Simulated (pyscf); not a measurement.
Structures and frequencies: ωB97X-D3(BJ)/def2-SVP in PySCF.

Task: For the elementary gas-phase step HO–GeH₂• (SMILES [OH][GeH2]) + H₂ (SMILES [H][H]) → HO–GeH₃ (SMILES [OH][GeH3]) + H• (SMILES [H]) (doublet surface; H–H broken, Ge–H formed), what barrier and reaction energy does ωB97M-D3(BJ)/def2-TZVP give, measured from the separated reactants?

Result: ΔE‡ = 23.9 kcal/mol, ΔE = +21.0 kcal/mol. Zero-point energy shifts the barrier by -0.8 kcal/mol. It is a hydrogen abstraction, with an imaginary mode of 724i cm⁻¹. This is the saddle that the search found; another between the same sides may lie lower. The angle at the transferred H is 179°. Elements up to Kr have no core potential and no relativistic terms here.
